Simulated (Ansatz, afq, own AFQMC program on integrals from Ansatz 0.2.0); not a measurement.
## Atomization energy of CH$_{2}$N, doublet, worked out

```yaml
atoms:
  - { symbol: N, position_ang: [0.0000, -0.1720, 0.5481] }
  - { symbol: C, position_ang: [0.0000, 0.1950, -0.6214] }
  - { symbol: H, position_ang: [0.0000, 0.5353, 1.2828] }
  - { symbol: H, position_ang: [0.0000, -0.4685, -1.4949] }
```

Connectivity, by distances: NH–CH.

Basis cc-pVDZ. Only valence electrons are correlated. AFQMC by an in-house program on the Cholesky factors that Ansatz 0.2.0 writes for its CCSD(T) run. The CISD trial takes its coefficients from CCSD amplitudes. Released means that phaseless walkers are propagated on without the constraint, phases kept. ± is one standard error of the sampling.

Total energies in eV. CBS is CCSD(T) at the limit of def2-TZVPP/QZVPP (extrapolated itself); the highest rung of each member is named.

Cautions: CH₂N (doublet): unrestricted determinant slightly spin contaminated (⟨S²⟩ 0.82 against 0.75).

```csv
member,count,CCSD(T)/cc-pVDZ,highest rung in cc-pVDZ,which,CCSD(T)/CBS
N (quartet),+1,-1482.4355,-1482.4402,FCI,-1483.8573
C (triplet),+1,-1027.5122,-1027.5214,FCI,-1028.3149
H (doublet),+2,-13.5861,-13.5861,FCI,-13.6059
"CH₂N, doublet",-1,-2550.1466,-2550.1975,CCSDT(Q),-2553.8796
```

Work out the best estimate of the atomization energy: the CCSD(T)/CBS difference plus the step from CCSD(T) to the highest rung.

Sums with the counts: CCSD(T)/CBS 14.4956 eV, highest rung 13.0637 eV, CCSD(T)/cc-pVDZ 13.0267 eV. The step is 13.0637 − 13.0267 = 0.0370 eV, so the best estimate is 14.4956 + (0.0370) = 14.5326 eV = 335.1 kcal/mol. The basis set is worth 1.469 eV of it. Zero-point, core-correlation and spin–orbit terms aren't in it.

Best estimates are given only where the step beyond CCSD(T) is under 0.3 eV and no member's determinant is very poor (T1 over 0.05, or 0.07 for open shells, ⟨S²⟩ too high by 0.3, two states mixed), so the hardest cases are missing from such tables.

CCSDT and higher add their correlation energy to the determinant of the CCSD(T) run, since their own runs factorise the integrals more tightly (a shift of under 2 meV). Each member of a difference takes its own highest rung, so a best estimate needn't equal the limit plus the step of one row.
